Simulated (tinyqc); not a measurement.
Worked calculation: Hueckel theory of the pi electrons with the omega technique, for the molecule C=C[CH2-] (SMILES; centres numbered as the heavy atoms are written). One step of it, computed by the program tinyqc.

Question. Orbitals, round 2. Diagonalise; E = alpha + x beta with beta < 0, so the largest x are filled first; degenerate levels share their electrons. P = sum n_i c_ri c_si; each orbital has its largest coefficient positive (the first on a tie).

matrix after round 1, order 1C, 2C, 3C:
```
[[-0.090000, 1.000000, 0.000000],
 [1.000000, 0.000000, 1.000000],
 [0.000000, 1.000000, -0.090000]]
```

pi electrons, sum of z_r less the charge = 4

Give: x values; occupations; coefficients; charge and bond-order matrix P.

Answer.

x values: [1.3699, -0.0900, -1.4599]

occupations: [2.0000, 2.0000, 0.0000]

coefficients, order 1C, 2C, 3C:
```
[[0.4920, 0.7071, -0.5079],
 [0.7183, 0.0000, 0.6958],
 [0.4920, -0.7071, -0.5079]]
```

charge and bond-order matrix P, order 1C, 2C, 3C:
```
[[1.4841, 0.7067, -0.5159],
 [0.7067, 1.0318, 0.7067],
 [-0.5159, 0.7067, 1.4841]]
```
